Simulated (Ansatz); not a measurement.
`NC(F)CO`, relaxed with RKS PBE0-D4/def2-TZVP in the Gaussian-basis code of Ansatz from a PBE-D4/def2-SVP geometry. The force threshold is 0.005 eV/Å; the program also tests the step.

Charge 0, multiplicity 1.

Start:

```xyz
11

N     0.582   -1.347   -0.214
C    -0.517   -0.487   -0.036
F    -1.042    0.015   -1.290
C    -0.112    0.771    0.731
O     0.891    1.470    0.016
H     0.381   -2.118   -0.857
H     1.393   -0.814   -0.555
H    -1.368   -1.020    0.440
H     0.313    0.490    1.716
H    -1.019    1.395    0.910
H     0.496    1.645   -0.862
```

Question: By how much does the energy fall, and how many steps does the optimiser take? (Estimate.)

Answer: Computed: 0.05 eV, in 7 steps, 1 of them rejected.

Question: Which bonds change most? (Best estimate.)

Answer: Computed: C2–F3 from 1.449 to 1.427 Å; C4–H10 from 1.116 to 1.096 Å; C2–H8 from 1.112 to 1.093 Å; C4–H9 from 1.109 to 1.091 Å.

Question: Give the relaxed structure. (Estimate.)

Answer: Computed: 
```xyz
11

N     0.582   -1.337   -0.235
C    -0.512   -0.487   -0.040
F    -1.072   -0.035   -1.272
C    -0.119    0.764    0.714
O     0.898    1.467    0.039
H     0.365   -2.137   -0.812
H     1.381   -0.836   -0.601
H    -1.328   -1.016    0.461
H     0.278    0.486    1.692
H    -1.010    1.385    0.862
H     0.536    1.745   -0.808
```
